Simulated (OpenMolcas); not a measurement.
## Predicting a hybrid from its neighbours: CH5AlO

The species is CH5AlO (8 atoms), meant as a singlet with charge 0. SMILES: `[CH3][AlH][OH]`. The coordinates come from a PBE0-D4/def2-TZVP relaxation. This is one conformer, not always the lowest.

The HOMO–LUMO gap y, in eV, basis aug-cc-pVDZ; a is the functional's share of exact exchange. Programs: OpenMolcas 26.06.

| functional | program | a | y (eV) |
| --- | --- | --- | --- |
| PBE | OpenMolcas | 0 | 5.37 |
| r2SCAN | OpenMolcas | 0 | 6.04 |
| B3LYP | OpenMolcas | 0.2 | ? |
| PBE0 | OpenMolcas | 0.25 | 7.39 |
| BHLYP | OpenMolcas | 0.5 | 9.20 |

**Question.** Fit y = c + s·a to the known rows and predict B3LYP.

**Answer.** 
1. Means of the 4 rows: a = 0.1875, y = 7.000.
2. Σ(Δa)² = 0.17188, Σ(Δa·Δy) = 1.1975, so the slope is 1.1975/0.17188 = 6.9671.
3. Intercept: 7.000 − (6.9671) × 0.1875 = 5.694. The largest residual of the fit is 0.35.
4. B3LYP: 5.694 + (6.9671) × 0.2 = 7.09 eV.

The run gave 6.97 eV, so the prediction is off by +0.12 eV, within the largest residual. Exact exchange lowers occupied levels and raises empty ones. The rows mix families of semi-local functionals, which the line can't see.
